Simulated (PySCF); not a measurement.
Molecule: SMILES Cn1cccn1, C$_{4}$H$_{6}$N$_{2}$.

Atom-mapped SMILES (the numbers label the heavy atoms): `[CH3:1][n:2]1[cH:3][cH:4][cH:5][n:6]1` (H(Xn): hydrogen on atom n).

Geometry PBE0-D3(BJ)/def2-SVP throughout; GIAO in PySCF 2.14.0 with density-fitted response routines, gas phase, one conformer, non-relativistic; equivalent atoms averaged; functional PBE0.

For orientation, 6-31G* gives these shifts δ (against TMS, NH3 at the same level): C5 131.7, C3 122.0, C4 100.7, N6 295.2, N2 189.5, H(C5) 7.17, H(C3) 6.89, H(C4) 5.90, H(C1) 3.61 ppm.

A run gave: C5 115.2, C3 112.8, C4 97.8, N6 247.9, N2 115.9, H(C5) 7.03, H(C3) 6.13, H(C4) 5.67, H(C1) 3.15 ppm (shifts δ (against TMS, NH3 at the same level)).

**Question.** Which basis set was used in that run?
A. def2-SVP
B. def2-TZVP
C. STO-3G
D. 6-31G
E. 6-311+G(2d,p)

**Answer.** C. N2 tells them apart best: STO-3G gives 115.9, def2-SVP gives 206.8, 6-31G gives 191.8, def2-TZVP gives 225.5, 6-311+G(2d,p) gives 220.3 ppm.
